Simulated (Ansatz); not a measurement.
Results of r²SCAN0 in Ansatz (plane waves, PAW) for cubic perovskite KTaO3.

Numerical settings: plane-wave cutoff 520 eV, 6×6×6 k mesh, Fermi–Dirac smearing 0.01 eV, scalar-relativistic PAW data made under PBE.

The cell has the measured lattice: a = 3.9885 Å, b = 3.9885 Å, c = 3.9885 Å, α = 90.00°, β = 90.00°, γ = 90.00°.

Q: What does this level give for the band gap and smallest direct gap on the k points sampled?

A: 
band gap: 4.64 eV (on the SCF k mesh)
smallest direct gap on the k points sampled: 5.29 eV

Measured, for comparison: band gap 3.64 eV (temperature not stated, no zero-point or thermal correction, indirect; as tabulated in Himmetoglu and Janotti (2016), arXiv:1601.06205).

Note: cell and atoms aren't relaxed at this level (pressure -3.4 GPa).

Spin–orbit coupling is not included.

The computed numbers hold no vibrational or temperature effects.

Ansatz is a first-principles code.
